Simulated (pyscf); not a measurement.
## Substitution at C: H₃C–GaH–CH₃ + H atom (H•) → methane (CH₄) + [H₃C–GaH]•

Gas phase, doublet surface, charge 0. Bonds broken: C1–Ga2. Bonds formed: C1–H11. Optimised with ωB97X-D3(BJ)/def2-SVP in PySCF.

Transition state (Å):

```xyz
11

C     -1.7223     1.5862     0.7926
Ga    -0.2893     0.0258     0.4348
C     -0.5565    -1.1440    -1.1376
H     -2.6519     1.0811     0.5257
H     -1.5257     1.8460     1.8334
H     -1.1637     2.1196     0.0045
H      1.1698     0.2578     1.0093
H     -1.6091    -1.2042    -1.4533
H      0.0421    -0.7740    -1.9878
H     -0.2002    -2.1636    -0.9150
H     -2.5391     2.9005     0.7148
```

One imaginary mode, 1695i cm⁻¹; descent along it reached the two sides named.

```
bond    change  reactant side (Å)  saddle  product side
------  ------  -----------------  ------  ------------
C1–Ga2  breaks              1.970   2.149           3.1
C1–H11   forms                3.8   1.549         1.099
```

Electronic energies relative to the separated reactants (kJ/mol):

```
level                   barrier  reaction energy  reverse barrier
----------------------  -------  ---------------  ---------------
ωB97X-D3(BJ)/def2-TZVP     91.8           -124.4            216.2
PBE/def2-TZVP              45.8           -138.9            184.7
r²SCAN/def2-TZVP           47.1           -141.5            188.5
B3LYP-D3(BJ)/def2-TZVP     55.8           -151.3            207.1
PBE0-D3(BJ)/def2-TZVP      64.8           -133.1            197.9
M06-2X/def2-TZVP           77.8           -140.7            218.5
ωB97M-D3(BJ)/def2-TZVP     83.4           -139.8            223.3
HF/def2-TZVP              144.7           -137.4            282.1
```

With ωB97M-D3(BJ)/def2-TZVP energies and thermal terms (ideal gas, 1 atm, RRHO with modes under 100 cm⁻¹ raised to 100, one conformer, R ln 2 for chiral ones without a mode under 150 cm⁻¹), in kJ/mol:

```
T (K)   ΔH‡    ΔG‡      ΔH      ΔG
-----  ----  -----  ------  ------
298    85.9  114.4  -122.4  -131.2
600    83.4  144.4  -129.2  -137.6
900    81.6  175.3  -136.0  -140.3
1200   80.1  206.7  -142.3  -140.7
```

Abstraction by the radical was not located in this set and often lies lower. This is the saddle that the search found; another between the same sides may lie lower. The angle at the attacked C is 164°. Elements up to Kr have no core potential and no relativistic terms here.
